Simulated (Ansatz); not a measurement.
**[CH$_{3}$···H···CH$_{2}$], triplet: the ladder up to UCCSDT(Q)**

Geometry: a point of a hydrogen-transfer path between rigid fragments, not a stationary point.

```yaml
atoms:
  - { symbol: C, position_ang: [-1.2117, 0.0000, 0.0000] }
  - { symbol: H, position_ang: [-1.5749, 1.0273, 0.0000] }
  - { symbol: H, position_ang: [-1.5749, -0.5137, 0.8897] }
  - { symbol: H, position_ang: [-1.5749, -0.5137, -0.8897] }
  - { symbol: H, position_ang: [0.2123, 0.0000, 0.0000] }
  - { symbol: C, position_ang: [1.3023, 0.0000, 0.0000] }
  - { symbol: H, position_ang: [1.7167, 0.0000, 0.9962] }
  - { symbol: H, position_ang: [1.7167, 0.0000, -0.9962] }
```

Basis cc-pVDZ; Ansatz 0.2.0. Only valence electrons are correlated (noble-gas cores frozen), which leaves 14 electrons in 56 orbitals. R marks a restricted (for open shells ROHF) determinant, U an unrestricted one. Active spaces: pair = (4e, 4o) about the gap; frontier = (10e, 10o) about the gap.

Full CI isn't at hand for all of this; UCCSDT(Q) serves as the reference, and is uncertain by about the last step of the cluster series. The frozen core follows each run's orbitals, which can shift R against U totals by a few meV.

For open shells CISD is restricted-active-space CI with the open shells as a complete middle space.

The UHF ⟨S²⟩ is 2.032 and the T1 diagnostic (RCCSD) is 0.0190. The largest doubles amplitude (RCCSD) is 0.031 and the T1 diagnostic (UCCSD) is 0.0107.

```json
{"level": "RHF", "E − E(UCCSDT(Q)) (meV)": "9014", "share of correlation (%)": "0.00", "wall time": "–"}
{"level": "UHF", "E − E(UCCSDT(Q)) (meV)": "8698", "share of correlation (%)": "3.50", "wall time": "–"}
{"level": "RMP2", "E − E(UCCSDT(Q)) (meV)": "1386", "share of correlation (%)": "84.63", "wall time": "–"}
{"level": "UMP2", "E − E(UCCSDT(Q)) (meV)": "1415", "share of correlation (%)": "84.30", "wall time": "–"}
{"level": "CISD", "E − E(UCCSDT(Q)) (meV)": "978", "share of correlation (%)": "89.15", "wall time": "5.5 s"}
{"level": "RCCSD", "E − E(UCCSDT(Q)) (meV)": "224", "share of correlation (%)": "97.51", "wall time": "–"}
{"level": "UCCSD", "E − E(UCCSDT(Q)) (meV)": "218", "share of correlation (%)": "97.58", "wall time": "–"}
{"level": "RCCSD(T)", "E − E(UCCSDT(Q)) (meV)": "33", "share of correlation (%)": "99.63", "wall time": "1.9 s"}
{"level": "UCCSD(T)", "E − E(UCCSDT(Q)) (meV)": "33", "share of correlation (%)": "99.63", "wall time": "1.7 s"}
{"level": "BCCD(T)", "E − E(UCCSDT(Q)) (meV)": "33", "share of correlation (%)": "99.63", "wall time": "2.3 s"}
{"level": "RCCSDT", "E − E(UCCSDT(Q)) (meV)": "10", "share of correlation (%)": "99.89", "wall time": "–"}
{"level": "UCCSDT", "E − E(UCCSDT(Q)) (meV)": "8", "share of correlation (%)": "99.91", "wall time": "–"}
{"level": "RCCSDT(Q)", "E − E(UCCSDT(Q)) (meV)": "1", "share of correlation (%)": "99.99", "wall time": "8 s (H100)"}
{"level": "CASSCF (pair space)", "E − E(UCCSDT(Q)) (meV)": "8484", "share of correlation (%)": "5.87", "wall time": "–"}
{"level": "NEVPT2 (pair space)", "E − E(UCCSDT(Q)) (meV)": "1426", "share of correlation (%)": "84.18", "wall time": "0.82 s"}
{"level": "MRCISD (pair space)", "E − E(UCCSDT(Q)) (meV)": "897", "share of correlation (%)": "90.05", "wall time": "–"}
{"level": "MRCISD+Q (pair space)", "E − E(UCCSDT(Q)) (meV)": "105", "share of correlation (%)": "98.83", "wall time": "2.5 s (H100)"}
{"level": "CASSCF (frontier space)", "E − E(UCCSDT(Q)) (meV)": "6893", "share of correlation (%)": "23.53", "wall time": "–"}
{"level": "NEVPT2 (frontier space)", "E − E(UCCSDT(Q)) (meV)": "1440", "share of correlation (%)": "84.03", "wall time": "22 s (H100)"}
{"level": "NEVPT4(SD) (frontier space)", "E − E(UCCSDT(Q)) (meV)": "156", "share of correlation (%)": "98.27", "wall time": "20 s (H100)"}
{"level": "MRCISD (frontier space)", "E − E(UCCSDT(Q)) (meV)": "601", "share of correlation (%)": "93.33", "wall time": "–"}
{"level": "MRCISD+Q (frontier space)", "E − E(UCCSDT(Q)) (meV)": "55", "share of correlation (%)": "99.39", "wall time": "34 s (H100)"}
```

The correlation energy at UCCSDT(Q), counted from RHF, is -9.014 eV. That run took 6.5 s on 2 threads of AMD EPYC 7R13 with a shared H100 80 GB, shared host.

Times hold each run's SCF and search for its determinant on a shared host, so for small cases they say little of a method's own cost; rows without a card ran on 1 thread of AMD EPYC 7R13.
